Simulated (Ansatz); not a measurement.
Ansatz (an electronic-structure program) input (B3LYP/6-31G*):

Ansatz 0.2 input:
```yaml
crystal:
  periodic: [false, false, false]
  atoms:
    - {symbol: Al, position_ang: [-0.00384242, 0.77860986, 0.02700440]}
    - {symbol: Cl, position_ang: [1.83445186, -0.28827823, -0.02127604]}
    - {symbol: Cl, position_ang: [-1.83151354, -0.30712931, 0.00062563]}
basis:
  gaussian:
    orbitals: 6-31G*
hamiltonian:
  xc: {name: B3LYP}
magnetization: {spin_polarized: true, initial_magnetization: 1}
phonons: {temperatures: {t_min: 298.15, t_max: 298.15, t_step: 100}}
```

Output:

```
WARN ansatz: RAYON_NUM_THREADS=1 ignored (pool sized by the plan → 1); use --threads N
Functional definition: B3LYP
integrals: 0.01 GiB planned
546 factors; integrals over basis functions are off by at most 1.9e-4 eV
mean field: 0.25 GiB planned
mean field evaluation 1: about -31643.5911 eV, gradient 1.4e1 eV
mean field evaluation 2: about -31642.7990 eV, gradient 1.8e1 eV
mean field evaluation 4: about -31644.8305 eV, gradient 4.3e-1 eV
mean field evaluation 8: about -31644.8402 eV, gradient 5.0e-3 eV
mean field -31644.84024273 eV, -1162.9264292772 hartree, gradient 2.3e-5 eV, S^2 0.751590; 0 other end points of the search recorded, 0 dependent functions left out
the calculation of the forces begins
reference -31644.84045975 eV, -1162.9264372524 hartree; 24, 23 occupied and 33, 34 virtual orbitals, 546 factors
these checks for a lower state are left out or cut short: stability, starts, cluster_reference, orbital_swaps, neighbouring_geometries, increment
integrals: 0.01 GiB planned
546 factors; integrals over basis functions are off by at most 1.9e-4 eV
mean field: 0.25 GiB planned
mean field evaluation 16: about -31644.8322 eV, gradient 5.2e-2 eV
mean field -31644.84020980 eV, -1162.9264280672 hartree, gradient 2.0e-6 eV, S^2 0.751588; 0 other end points of the search recorded, 0 dependent functions left out
the calculation of the forces begins
reference -31644.84042682 eV, -1162.9264360424 hartree; 24, 23 occupied and 33, 34 virtual orbitals, 546 factors
these checks for a lower state are left out or cut short: stability, starts, cluster_reference, orbital_swaps, neighbouring_geometries, increment
integrals: 0.01 GiB planned
546 factors; integrals over basis functions are off by at most 1.9e-4 eV
mean field: 0.25 GiB planned
mean field -31644.84021443 eV, -1162.9264282371 hartree, gradient 1.9e-6 eV, S^2 0.751592; 0 other end points of the search recorded, 0 dependent functions left out
the calculation of the forces begins
reference -31644.84043144 eV, -1162.9264362124 hartree; 24, 23 occupied and 33, 34 virtual orbitals, 546 factors
these checks for a lower state are left out or cut short: stability, starts, cluster_reference, orbital_swaps, neighbouring_geometries, increment
integrals: 0.01 GiB planned
546 factors; integrals over basis functions are off by at most 1.9e-4 eV
mean field: 0.25 GiB planned
mean field evaluation 32: about -31644.8402 eV, gradient 9.7e-6 eV
mean field -31644.84022836 eV, -1162.9264287492 hartree, gradient 2.4e-6 eV, S^2 0.751588; 0 other end points of the search recorded, 0 dependent functions left out
the calculation of the forces begins
reference -31644.84044538 eV, -1162.9264367244 hartree; 24, 23 occupied and 33, 34 virtual orbitals, 546 factors
these checks for a lower state are left out or cut short: stability, starts, cluster_reference, orbital_swaps, neighbouring_geometries, increment
integrals: 0.01 GiB planned
546 factors; integrals over basis functions are off by at most 1.9e-4 eV
mean field: 0.25 GiB planned
mean field -31644.84023221 eV, -1162.9264288908 hartree, gradient 2.3e-6 eV, S^2 0.751592; 0 other end points of the search recorded, 0 dependent functions left out
the calculation of the forces begins
reference -31644.84044923 eV, -1162.9264368660 hartree; 24, 23 occupied and 33, 34 virtual orbitals, 546 factors
these checks for a lower state are left out or cut short: stability, starts, cluster_reference, orbital_swaps, neighbouring_geometries, increment
integrals: 0.01 GiB planned
546 factors; integrals over basis functions are off by at most 1.9e-4 eV
mean field: 0.25 GiB planned
mean field -31644.84022761 eV, -1162.9264287216 hartree, gradient 1.1e-6 eV, S^2 0.751593; 0 other end points of the search recorded, 0 dependent functions left out
the calculation of the forces begins
reference -31644.84044466 eV, -1162.9264366978 hartree; 24, 23 occupied and 33, 34 virtual orbitals, 546 factors
these checks for a lower state are left out or cut short: stability, starts, cluster_reference, orbital_swaps, neighbouring_geometries, increment
integrals: 0.01 GiB planned
546 factors; integrals over basis functions are off by at most 1.9e-4 eV
mean field: 0.25 GiB planned
mean field -31644.84022440 eV, -1162.9264286038 hartree, gradient 1.1e-6 eV, S^2 0.751587; 0 other end points of the search recorded, 0 dependent functions left out
the calculation of the forces begins
reference -31644.84044139 eV, -1162.9264365780 hartree; 24, 23 occupied and 33, 34 virtual orbitals, 546 factors
Total energy: -31644.84045975 eV, -1162.9264372524 hartree
Atom 0 at    -0.003842     0.778610     0.027004 Å, force    -0.000008     0.001580     0.000055 eV/Å
Atom 1 at     1.834452    -0.288278    -0.021276 Å, force     0.000920    -0.000786    -0.000033 eV/Å
Atom 2 at    -1.831514    -0.307129     0.000626 Å, force    -0.000912    -0.000795    -0.000022 eV/Å
Dipole moment:    -0.001854     0.375765     0.013033 e Å
Vibrations: 143.38 440.77 554.69 cm⁻¹, zero-point energy 0.070599 eV
```

The blocks after the first are displaced geometries, from whose forces the wavenumbers follow.
